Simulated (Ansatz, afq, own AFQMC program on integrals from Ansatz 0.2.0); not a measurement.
**GeH₂, triplet: AFQMC among the cluster methods**

```xyz
3

Ge    0.0000   -0.0249    0.0071
H     0.0000    1.0495   -1.8552
H     0.0000    0.7449    1.3415
```

Basis cc-pVDZ. Only valence electrons are correlated. Ansatz 0.2.0 and our own AFQMC program on the same integrals; the CISD trial comes from CCSD amplitudes, and released means the phaseless constraint is let go. ± is one standard error of the sampling. No spin–orbit coupling.

Determinant: ROHF, the one that the program's search chose, which needn't be the lowest solution. The geometry is a point of a scan.

No full CI on the walks' own integrals is used here; CCSDT(Q) serves as the reference and is uncertain by about the last step of the cluster series.

Cautions: no relativity below Rb; no spin-orbit coupling; inner d shell frozen; lower spins were not checked; higher spins were not checked; a spin-contaminated unrestricted determinant lies lower (UHF 282 meV lower, ⟨S²⟩ 2.12); the released energies rise steadily instead of settling, so no released level is given (meV from the phaseless value at times in 1/Eh: -4 ± 5 at 0.24, -3 ± 5 at 0.50, 0 ± 4 at 1.00, 5 ± 4 at 1.50).

The T1 diagnostic is 0.0365 and the weight of the determinant in the CISD state is 0.896. The size of the correlated space is 6 electrons in 23 orbitals.

Reference: CCSDT(Q), correlation energy -2.932 eV.

```csv
level,E − E(reference) (kJ/mol),share of correlation (%)
HF,282.9,0.00
MP2,82.1,70.99
CCSD,10.7,96.21
CCSD(T),2.9,98.97
CCSDT,0.2,99.93
ph-AFQMC/HF,9.3 ± 1.8,96.73
ph-AFQMC/CISD,0.6 ± 0.5,99.80
```

A walk keeps the symmetry of its determinant, which the program's search chose and which needn't be the lowest solution, so a lower state of the same spin and another symmetry isn't excluded.
